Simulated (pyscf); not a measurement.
H₃Si–Si•(SiH₃)–SiH₃ (SMILES [SiH3][Si]([SiH3])[SiH3]) + H₃Si–SiH₃ (SMILES [SiH3][SiH3]) → H₃Si–Si(SiH₃)(SiH₃)–SiH₃ (SMILES [SiH3][Si]([SiH3])([SiH3])[SiH3]) + SiH₃• (SMILES [SiH3]) (substitution at Si; doublet surface; Si–Si broken, Si–Si formed). Optimised with ωB97X-D3(BJ)/def2-SVP in PySCF. Energies in kcal/mol from the separated reactants.

| level | barrier | reaction energy |
|---|---|---|
| PBE/def2-TZVP | [?] | [?] |
| r²SCAN/def2-TZVP | 7.0 | +4.5 |
| B3LYP-D3(BJ)/def2-TZVP | [?] | +4.0 |
| M06-2X/def2-TZVP | 11.1 | +3.9 |
| ωB97M-D3(BJ)/def2-TZVP | 11.0 | +4.5 |
| HF/def2-TZVP | 32.9 | +5.7 |

Problem. Some entries are withheld; supply them.

Solution. 
- PBE/def2-TZVP, barrier: 5.9
- PBE/def2-TZVP, reaction energy: +5.4
- B3LYP-D3(BJ)/def2-TZVP, barrier: 8.2

The functionals in the table span 5.1 kcal/mol in this barrier, from PBE to M06-2X. One saddle was located; it need not be the lowest between these sides. The angle at the attacked Si is 180°.
